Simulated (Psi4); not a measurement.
**C2H2F2 (SMILES F/C=C\F) at SCAN/jun-cc-pVTZ (density fitting)**

Aim: the energy difference between two shapes of C2H2F2 at SCAN/jun-cc-pVTZ (density fitting), from 2 runs. 

The results are computed with Psi4 1.11.

2 further runs of the same task are left out: 2 set aside as unsound or not needed.

**1. The molecule**

The species is C2H2F2 (6 atoms), meant as a singlet with charge 0. SMILES: `F/C=C\F`. Geometry: relaxed at GFN2-xTB.

Bond lengths: F1–C2 1.335 Å, C2–C3 1.321 Å, C3–F4 1.335 Å, C2–H5 1.079 Å, C3–H6 1.078 Å. Angles: F1–C2–C3 123.7°, C2–C3–F4 123.7°, F1–C2–H5 113.2°, C3–C2–H5 123.0°, C2–C3–H6 123.2°, F4–C3–H6 113.1°.

**2. The energy at SCAN/jun-cc-pVTZ (density fitting)**

Input file job.inp:

```
memory 1600 MB

molecule {
  0 1
  F      0.192360    -0.836360    -1.520840
  C      0.405210     0.027280    -0.525710
  C     -0.327390     0.076410     0.572410
  F     -1.362570    -0.733090     0.808990
  H      1.239650     0.687180    -0.705780
  H     -0.147270     0.778580     1.370930
  no_reorient
  no_com
}

set basis jun-cc-pVTZ

E = energy('scan')
print_variables()
```

Command:

```console
psi4 -n 1 job.inp job.out
```

job.out:

```text
[...]
  Running in c1 symmetry.
[...]
  Nuclear repulsion =  113.607617687594825
[...]
  Multiplicity = 1
[...]
  Nalpha       = 16
  Nbeta        = 16
[...]
    Number of basis functions: 184
[...]
   @DF-RKS iter   1:  -276.90051079101261   -2.61715e-01   3.35588e-03 ADIIS/DIIS
[...]
   @DF-RKS iter   9:  -277.07825239958629   -4.69538e-08   1.37051e-07 DIIS
[...]
    Orbital Energies [Eh]
    ---------------------
    Doubly Occupied:
       1A    -24.525066     2A    -24.524813     3A    -10.121618
       4A    -10.120826     5A     -1.211485     6A     -1.200350
       7A     -0.753322     8A     -0.596217     9A     -0.527360
      10A     -0.516018    11A     -0.459423    12A     -0.451187
      13A     -0.420533    14A     -0.375172    15A     -0.346589
      16A     -0.244183
[...]
  @DF-RKS Final Energy:  -277.07825239958629
   => Energetics <=
    Nuclear Repulsion Energy =            113.6076176875948249
    One-Electron Energy =                -607.5797070891146632
    Two-Electron Energy =                 249.3111538775787608
    DFT Exchange-Correlation Energy =     -32.4173168756451844
    Empirical Dispersion Energy =           0.0000000000000000
    VV10 Nonlocal Energy =                  0.0000000000000000
    Total Energy =                       -277.0782523995862903
[...]
 Multipole Moments:
 ------------------------------------------------------------------------------------
     Multipole            Electronic (a.u.)      Nuclear  (a.u.)        Total (a.u.)
 ------------------------------------------------------------------------------------
 L = 1.  Multiply by 2.5417464519 to convert [e a0] to [Debye]
 Dipole X            :         17.4400798          -16.9557377            0.4843420
 Dipole Y            :         23.3959521          -22.7469168            0.6490353
 Dipole Z            :         10.6139645          -10.3203613            0.2936032
 Magnitude           :                                                    0.8614156
[...]
```

Run time: 59 s. Hardware: 1 thread of AMD EPYC, shared host; peak memory 1.1 GiB.

**3. The distorted shape**

Input file input.json:

```json
{
 "schema_name": "qcschema_input",
 "schema_version": 1,
 "molecule": {
  "schema_name": "qcschema_molecule",
  "schema_version": 2,
  "symbols": ["F", "C", "C", "F", "H", "H"],
  "geometry": [0.3739579, -1.6455376, -2.89356754, 0.7598362, 0.06063942, -0.96900998, -0.65970906, 0.16911159, 1.10695999, -2.58743191, -1.32201082, 1.513253, 2.35164889, 1.28225099, -1.33980826, -0.29285653, 1.46020083, 2.56978753],
  "molecular_charge": 0,
  "molecular_multiplicity": 1,
  "fix_com": true,
  "fix_orientation": true
 },
 "driver": "energy",
 "model": {
  "method": "scan",
  "basis": "jun-cc-pVTZ"
 },
 "keywords": {}
}
```

Command:

```console
psi4 --qcschema input.json -n 1 --memory 1600MB
```

stdout:

```text
[...]
  Running in c1 symmetry.
[...]
  Nuclear repulsion =  113.179357967271656
[...]
  Multiplicity = 1
[...]
  Nalpha       = 16
  Nbeta        = 16
[...]
    Number of basis functions: 184
[...]
   @DF-RKS iter   1:  -276.90248652560661   -2.83546e-01   3.31084e-03 DIIS/ADIIS
[...]
   @DF-RKS iter   9:  -277.07581776316448   -1.03150e-07   8.75715e-07 DIIS
[...]
    Orbital Energies [Eh]
    ---------------------
    Doubly Occupied:
       1A    -24.532418     2A    -24.516960     3A    -10.123143
       4A    -10.122413     5A     -1.223709     6A     -1.184118
       7A     -0.752513     8A     -0.598848     9A     -0.529692
      10A     -0.514020    11A     -0.458852    12A     -0.454451
      13A     -0.414363    14A     -0.376265    15A     -0.346587
      16A     -0.244045
[...]
  @DF-RKS Final Energy:  -277.07581776316448
   => Energetics <=
    Nuclear Repulsion Energy =            113.1793579672716561
    One-Electron Energy =                -606.7246005766919552
    Two-Electron Energy =                 248.8829160117495007
    DFT Exchange-Correlation Energy =     -32.4134911654936673
    Empirical Dispersion Energy =           0.0000000000000000
    VV10 Nonlocal Energy =                  0.0000000000000000
    Total Energy =                       -277.0758177631644799
[...]
 Multipole Moments:
 ------------------------------------------------------------------------------------
     Multipole            Electronic (a.u.)      Nuclear  (a.u.)        Total (a.u.)
 ------------------------------------------------------------------------------------
 L = 1.  Multiply by 2.5417464519 to convert [e a0] to [Debye]
 Dipole X            :         17.6912726          -17.2617109            0.4295617
 Dipole Y            :         23.2525424          -22.5869779            0.6655645
 Dipole Z            :         10.7654176          -10.3651515            0.4002661
 Magnitude           :                                                    0.8875315
[...]
```

The result, in JSON:

```text
{
 "driver": "energy",
 "model": {
  "method": "scan",
  "basis": "jun-cc-pVTZ"
 },
 "success": true,
 "return_result": -277.0758177631645,
 "properties": {
  "calcinfo_nbasis": 184,
  "calcinfo_nmo": 184,
  "calcinfo_nalpha": 16,
  "calcinfo_nbeta": 16,
  "calcinfo_natom": 6,
  "nuclear_repulsion_energy": 113.17935796727166,
  "return_energy": -277.0758177631645,
  "scf_one_electron_energy": -606.724600576692,
  "scf_two_electron_energy": 248.8829160117495,
  "scf_xc_energy": -32.41349116549367,
  "scf_dipole_moment": [0.4295616647876841, 0.6655644546863684, 0.40026607088978317],
  "scf_total_energy": -277.0758177631645,
  "scf_iterations": 9
 }
}
```

Wall time 57 s (1 thread of AMD EPYC, shared host); peak memory 1.1 GiB.

**4. What came out**

Level: SCAN/jun-cc-pVTZ (density fitting).

| quantity | value |
| --- | --- |
| first shape: total energy | -277.07825 Eh |
| first shape: dipole moment | 2.19 D |
| first shape: HOMO energy | -6.64 eV |
| first shape: LUMO energy | -0.53 eV |
| first shape: HOMO–LUMO gap | 6.11 eV |
| distorted shape: total energy | -277.07582 Eh |
| distorted shape: dipole moment | 2.26 D |
| distorted shape: HOMO energy | -6.64 eV |
| distorted shape: LUMO energy | -0.64 eV |
| distorted shape: HOMO–LUMO gap | 6.00 eV |
| energy change with the atoms displaced | 0.066 eV |

What this shows: With the atoms displaced the energy rises by 0.07 eV (6.4 kJ/mol). The first shape isn't relaxed at this level, so the change isn't measured from a minimum.
